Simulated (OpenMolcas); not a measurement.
# AlNH3O (SMILES [NH2][Al][OH]), step by step

We compute the energy (ROHF/ANO-RCC-MB), then a single-point energy (CASSCF(3,3)/ANO-RCC-VDZP), then an energy scan (CASPT2(3,3)/ANO-RCC-VDZP), then an energy scan (SC-NEVPT2(3,3)/ANO-RCC-VDZP), then an energy scan (MC-PDFT[tPBE](3,3)/ANO-RCC-VDZP) of AlNH3O. 

Program for the calculation: OpenMolcas 26.06.

**1. The molecule**

AlNH3O: 6 atoms, total charge 0, spin state doublet. SMILES: `[NH2][Al][OH]`. The shape is that of a PBE0-D4/def2-TZVP optimisation. This is one conformer, not always the lowest.

Bond lengths: N1–Al2 1.769 Å, Al2–O3 1.705 Å, N1–H4 1.009 Å, N1–H5 1.006 Å, O3–H6 0.956 Å. Angles: N1–Al2–O3 116.1°, Al2–N1–H4 124.1°, Al2–N1–H5 125.0°, Al2–O3–H6 122.8°, H4–N1–H5 110.9°.

**2. The energy at ROHF/ANO-RCC-MB (DKH2) (run 1)**

Input file mol.xyz:

```xyz
6

N     -0.923900     0.240200    -0.760800
Al     0.595200     0.601300     0.070700
O      1.194100    -0.618500     1.101200
H     -1.434300    -0.623600    -0.657200
H     -1.394700     0.861600    -1.396800
H      2.005700    -0.525100     1.596800
```

Input file step1.input:

```
* AlH3NO Hartree-Fock

&GATEWAY
  Coord=mol.xyz
  Basis=ANO-RCC-MB
  Group=NoSym

&SEWARD

&SCF
  UHF
  Spin=2
  PrOrbitals=0

&RASSCF
  FileOrb=$Project.UnaOrb
  Spin=2
  Nactel=1 0 0
  Inactive=15
  Ras2=1
  OutOrbitals=Canonical
  OrbListing=Nothing
```

Run with:

```bash
$ export MOLCAS_MEM=1860
$ pymolcas step1.input > step1.log
```

The program printed:

```text
--- Start Module: gateway ---
[...]
--- Stop Module: gateway /rc=_RC_ALL_IS_WELL_ ---
[...]
      Basis functions           22
[...]
--- Start Module: scf ---
[...]
       Convergence after  13 Iterations
[...]
::    Total SCF energy                               -373.3846230013
[...]
      Total spin, S                                     0.5019900589
[...]
--- Stop Module: scf /rc=_RC_ALL_IS_WELL_ ---
[...]
--- Start Module: rasscf ---
[...]
      Number of active orbitals                  1
[...]
      Spin quantum number                      0.5
[...]
      Active orbitals                            1
[...]
      Number of CSFs                             1
[...]
      Number of root(s) required                 1
[...]
      Convergence after  8 iterations
[...]
      printout of CI-coefficients larger than  0.05 for root  1
      energy=    -373.383951
      conf/sym  1     Coeff  Weight
             1  u   1.00000 1.00000
      Natural orbitals and occupation numbers for root  1
      sym 1:   1.000000
      ************************************************************************************************************************
      *                                                    Final results                                                     *
[...]
::    RASSCF root number  1 Total energy:   -373.38395145
[...]
      Total electronic charge=   31.000000
      Total            charge=   -0.000000
[...]
      Dipole Moment (debye):
      Origin of the operator (angstrom)=    0.3565    0.1567    0.1401
                   X=  3.7296E-01               Y=  1.6836E+00               Z= -6.1869E-01           Total=  1.8321E+00
      Quadrupole Moment (debye*angstrom):
[...]
--- Stop Module: rasscf /rc=_RC_ALL_IS_WELL_ ---
[...]
```

It took 4.5 s on 1 thread of Intel Xeon Platinum 8259CL at 2.50GHz (Skylake/Cascade Lake), shared host; peak memory 0.38 GiB.

**3. A single-point energy at CASSCF(3,3)/ANO-RCC-VDZP (DKH2) (run 2)**

mol.xyz is that of step 2.

Input file step2.inp:

```
&gateway
  coord = mol.xyz
  basis = ANO-RCC-MB
  group = NoSym

&seward

&rasscf
  fileorb = $CurrDir/step1.RasOrb
  alter = 2
  1 10 15
  1 17 20
  spin = 2
  nactel = 3 0 0
  inactive = 14
  ras2 = 3
  orblisting = Nothing
>>> COPY $Project.RunFile RUNFIL1
>>> COPY $Project.RasOrb INPORB

&gateway
  coord = mol.xyz
  basis = ANO-RCC-VDZP
  group = NoSym

&seward
>>> COPY $Project.RunFile RUNFIL2

&expbas

&rasscf
  fileorb = $Project.ExpOrb
  spin = 2
  nactel = 3 0 0
  inactive = 14
  ras2 = 3
  orblisting = Nothing
```

Run with:

```bash
$ export MOLCAS_MEM=1860
$ pymolcas step2.inp > step2.log
```

The program printed:

```text
--- Start Module: gateway ---
[...]
--- Stop Module: gateway /rc=_RC_ALL_IS_WELL_ ---
[...]
      Basis functions           22
[...]
      Number of active orbitals                  3
[...]
      Spin quantum number                      0.5
[...]
      Active orbitals                            3
[...]
      Number of CSFs                             8
[...]
      Number of root(s) required                 1
[...]
      Convergence after 12 iterations
[...]
      printout of CI-coefficients larger than  0.05 for root  1
      energy=    -373.402733
      conf/sym  111     Coeff  Weight
             1  2u0   0.99473 0.98949
             8  0u2   0.10238 0.01048
      Natural orbitals and occupation numbers for root  1
      sym 1:   1.978998   1.000004   0.020998
      ************************************************************************************************************************
      *                                                    Final results                                                     *
[...]
::    RASSCF root number  1 Total energy:   -373.40273278
[...]
      Basis functions           61
[...]
--- Start Module: expbas ---
[...]
--- Stop Module: expbas /rc=_RC_ALL_IS_WELL_ ---
--- Start Module: rasscf ---
[...]
      Convergence after 19 iterations
[...]
      Natural orbitals and occupation numbers for root  1
      sym 1:   1.981840   1.000009   0.018151
      ************************************************************************************************************************
      *                                                    Final results                                                     *
[...]
::    RASSCF root number  1 Total energy:   -373.62756961
[...]
      Total electronic charge=   31.000000
      Total            charge=   -0.000000
[...]
      Dipole Moment (debye):
      Origin of the operator (angstrom)=    0.3565    0.1567    0.1401
                   X=  1.5403E-01               Y=  1.1815E+00               Z= -5.0636E-01           Total=  1.2947E+00
      Quadrupole Moment (debye*angstrom):
[...]
--- Stop Module: rasscf /rc=_RC_ALL_IS_WELL_ ---
[...]
```

It took 13 s on 1 thread of Intel Xeon Platinum 8259CL at 2.50GHz (Skylake/Cascade Lake), shared host; peak memory 0.41 GiB.

**4. The energy along one coordinate at CASPT2(3,3)/ANO-RCC-VDZP (DKH2, ipea shift 0.25 Eh, pt2 variant SS) (run 3)**

Input file step3.inp:

```
>>> COPY $CurrDir/step2.RasOrb $Project.RasOrb
>>> ForEach K in (1, 2, 3, 4, 5, 6, 7, 8, 9)

&gateway
 coord = $CurrDir/point$K.xyz
 basis = ANO-RCC-VDZP
 group = NoSym

&seward

&rasscf
 fileorb = $Project.RasOrb
 spin = 2
 nactel = 3 0 0
 inactive = 14
 ras2 = 3
 orblisting = Nothing

&caspt2
 imaginary = 0.2
 frozen = 7
>>> EndDo
```

Run with:

```bash
$ export MOLCAS_MEM=1860
$ pymolcas step3.inp > step3.log
```

The program printed, shortened:

```text
--- Start Module: gateway ---
[...]
      Basis functions           61
[...]
      Number of active orbitals                  3
[...]
      Spin quantum number                      0.5
[...]
      Active orbitals                            3
[...]
      Number of CSFs                             8
[...]
      Number of root(s) required                 1
[...]
      Convergence after 15 iterations
[...]
      Natural orbitals and occupation numbers for root  1
      sym 1:   1.987775   1.000006   0.012219
      ************************************************************************************************************************
      *                                                    Final results                                                     *
[...]
::    RASSCF root number  1 Total energy:   -373.61503340
[...]
      E2 (Variational):          -0.4055415409
[...]
::    CASPT2 Root  1     Total energy:   -374.02057494
[...]
      Convergence after 14 iterations
[...]
      Natural orbitals and occupation numbers for root  1
      sym 1:   1.981805   1.000009   0.018186
      ************************************************************************************************************************
      *                                                    Final results                                                     *
[...]
      Convergence after 15 iterations
[...]
      Natural orbitals and occupation numbers for root  1
      sym 1:   1.811192   0.999629   0.189179
      ************************************************************************************************************************
      *                                                    Final results                                                     *
[...]
      Convergence after 15 iterations
[...]
      Natural orbitals and occupation numbers for root  1
      sym 1:   1.626045   0.996941   0.377015
      ************************************************************************************************************************
      *                                                    Final results                                                     *
[...]
      Convergence after 33 iterations
[...]
::    RASSCF root number  1 Total energy:   -373.46923873
[...]
::    CASPT2 Root  1     Total energy:   -373.85920114
[...]
      Convergence after 14 iterations
[...]
::    RASSCF root number  1 Total energy:   -373.47233813
[...]
::    CASPT2 Root  1     Total energy:   -373.86075574
[...]
```

It took 87 s on 1 thread of Intel Xeon Platinum 8259CL at 2.50GHz (Skylake/Cascade Lake), shared host; peak memory 0.41 GiB.

The scan, from its lowest point:

| H6–O3 (Å) | energy (kJ/mol) |
| --- | --- |
| 0.860 | 36.4 |
| 0.956 | 0.0 |
| 1.051 | 15.7 |
| 1.194 | 83.7 |
| 1.386 | 199.0 |
| 1.624 | 328.4 |
| 1.911 | 435.1 |
| 2.293 | 460.1 |
| 2.867 | 456.0 |

**5. An energy scan at SC-NEVPT2(3,3)/ANO-RCC-VDZP (DKH2, pt2 variant SC-NEVPT2) (run 4)**

Input file step4.inp:

```
>>> COPY $CurrDir/step2.RasOrb $Project.RasOrb
>>> ForEach K in (1, 2, 3, 4, 5, 6, 7, 8, 9)

&GATEWAY
  Coord
  $CurrDir/point$K.xyz
  Basis
  ANO-RCC-VDZP
  Group
  NoSym

&SEWARD

&RASSCF
  FileOrb
  $Project.RasOrb
  Spin
  2
  Nactel
  3 0 0
  Inactive
  14
  Ras2
  3
  OrbListing
  Nothing

&CASPT2
  SC-NEVPT2
  Frozen
  7
>>> EndDo
```

Run with:

```bash
$ export MOLCAS_MEM=1860
$ pymolcas step4.inp > step4.log
```

The program printed, shortened:

```text
--- Start Module: gateway ---
[...]
      Basis functions           61
[...]
      Number of active orbitals                  3
[...]
      Spin quantum number                      0.5
[...]
      Active orbitals                            3
[...]
      Number of CSFs                             8
[...]
      Number of root(s) required                 1
[...]
      Convergence after 15 iterations
[...]
      Natural orbitals and occupation numbers for root  1
      sym 1:   1.987775   1.000006   0.012219
      ************************************************************************************************************************
      *                                                    Final results                                                     *
[...]
::    RASSCF root number  1 Total energy:   -373.61503340
[...]
      E2 (Variational):          -0.4044437049
[...]
::    SC-NEVPT2 Root  1     Total energy:   -374.01889534
[...]
      Convergence after 14 iterations
[...]
      Natural orbitals and occupation numbers for root  1
      sym 1:   1.981805   1.000009   0.018186
      ************************************************************************************************************************
      *                                                    Final results                                                     *
[...]
      Convergence after 15 iterations
[...]
      Natural orbitals and occupation numbers for root  1
      sym 1:   1.811192   0.999629   0.189179
      ************************************************************************************************************************
      *                                                    Final results                                                     *
[...]
      Convergence after 15 iterations
[...]
      Natural orbitals and occupation numbers for root  1
      sym 1:   1.626045   0.996941   0.377015
      ************************************************************************************************************************
      *                                                    Final results                                                     *
[...]
      Convergence after 33 iterations
[...]
::    RASSCF root number  1 Total energy:   -373.46923873
[...]
::    SC-NEVPT2 Root  1     Total energy:   -373.85573099
[...]
      Convergence after 14 iterations
[...]
::    RASSCF root number  1 Total energy:   -373.47233813
[...]
::    SC-NEVPT2 Root  1     Total energy:   -373.85757624
[...]
```

Run time: 86 s. Hardware: 1 thread of Intel Xeon Platinum 8259CL at 2.50GHz (Skylake/Cascade Lake), shared host; peak memory 0.41 GiB.

The scan, from its lowest point:

| H6–O3 (Å) | energy (kJ/mol) |
| --- | --- |
| 0.860 | 39.6 |
| 0.956 | 0.0 |
| 1.051 | 12.9 |
| 1.194 | 78.6 |
| 1.386 | 195.4 |
| 1.624 | 331.4 |
| 1.911 | 444.7 |
| 2.293 | 468.0 |
| 2.867 | 463.2 |

**6. The energy along one coordinate at MC-PDFT[tPBE](3,3)/ANO-RCC-VDZP (DKH2) (run 5)**

Input file step5.inp:

```
>>> COPY $CurrDir/step2.RasOrb $Project.RasOrb
>>> ForEach K in (1, 2, 3, 4, 5, 6, 7, 8, 9)

&gateway
 coord=$CurrDir/point$K.xyz
 basis=ANO-RCC-VDZP
 group=NoSym

&seward

&rasscf
 fileorb=$Project.RasOrb
 spin=2
 nactel=3 0 0
 inactive=14
 ras2=3
 orblisting=Nothing

&mcpdft
 ksdft=T:PBE
>>> EndDo
```

Run with:

```bash
$ export MOLCAS_MEM=1860
$ pymolcas step5.inp > step5.log
```

The program printed, shortened:

```text
[...]
      Basis functions           61
[...]
      Number of active orbitals                  3
[...]
      Spin quantum number                      0.5
[...]
      Active orbitals                            3
[...]
      Number of CSFs                             8
[...]
      Number of root(s) required                 1
[...]
      Convergence after 15 iterations
[...]
      Natural orbitals and occupation numbers for root  1
      sym 1:   1.987775   1.000006   0.012219
      ************************************************************************************************************************
      *                                                    Final results                                                     *
[...]
::    RASSCF root number  1 Total energy:   -373.61503340
[...]
::    MCPDFT root number  1 Total energy:   -374.51824568
[...]
      Convergence after 14 iterations
[...]
      Natural orbitals and occupation numbers for root  1
      sym 1:   1.981805   1.000009   0.018186
      ************************************************************************************************************************
      *                                                    Final results                                                     *
[...]
      Convergence after 15 iterations
[...]
      Natural orbitals and occupation numbers for root  1
      sym 1:   1.811192   0.999629   0.189179
      ************************************************************************************************************************
      *                                                    Final results                                                     *
[...]
      Convergence after 15 iterations
[...]
      Natural orbitals and occupation numbers for root  1
      sym 1:   1.626045   0.996941   0.377015
      ************************************************************************************************************************
      *                                                    Final results                                                     *
[...]
      Convergence after 33 iterations
[...]
::    RASSCF root number  1 Total energy:   -373.46923873
[...]
::    MCPDFT root number  1 Total energy:   -374.34804093
[...]
      Convergence after 14 iterations
[...]
::    RASSCF root number  1 Total energy:   -373.47233813
[...]
::    MCPDFT root number  1 Total energy:   -374.35059601
[...]
```

Run time: 91 s. Hardware: 1 thread of Intel Xeon Platinum 8259CL at 2.50GHz (Skylake/Cascade Lake), shared host; peak memory 0.41 GiB.

The scan, from its lowest point:

| H6–O3 (Å) | energy (kJ/mol) |
| --- | --- |
| 0.860 | 36.1 |
| 0.956 | 0.0 |
| 1.051 | 15.7 |
| 1.194 | 83.6 |
| 1.386 | 200.0 |
| 1.624 | 335.0 |
| 1.911 | 452.5 |
| 2.293 | 483.0 |
| 2.867 | 476.3 |

**7. What came out**

| quantity | value |
| --- | --- |
| run 1, ROHF/ANO-RCC-MB: total energy | -373.38395 Eh |
| run 1, ROHF/ANO-RCC-MB: dipole moment | 1.83 D |
| run 2, CASSCF(3,3)/ANO-RCC-VDZP: total energy | -373.62757 Eh |
| run 2, CASSCF(3,3)/ANO-RCC-VDZP: dipole moment (CASSCF density) | 1.29 D |
| run 3, CASPT2(3,3)/ANO-RCC-VDZP: lowest energy of the scan | -374.03445 Eh |
| run 4, SC-NEVPT2(3,3)/ANO-RCC-VDZP: lowest energy of the scan | -374.03399 Eh |
| run 5, MC-PDFT[tPBE](3,3)/ANO-RCC-VDZP: lowest energy of the scan | -374.53199 Eh |

What this shows: Mulliken charges (run 1, ROHF/ANO-RCC-MB) run from -0.89 on O3 to +1.03 on Al2. Mulliken charges (run 2, CASSCF(3,3)/ANO-RCC-VDZP) run from -0.61 on O3 to +0.95 on Al2. The run (run 3, CASPT2(3,3)/ANO-RCC-VDZP) may have ended on a state above the lowest. The run (run 4, SC-NEVPT2(3,3)/ANO-RCC-VDZP) may have ended on a state above the lowest. The run (run 5, MC-PDFT[tPBE](3,3)/ANO-RCC-VDZP) may have ended on a state above the lowest.
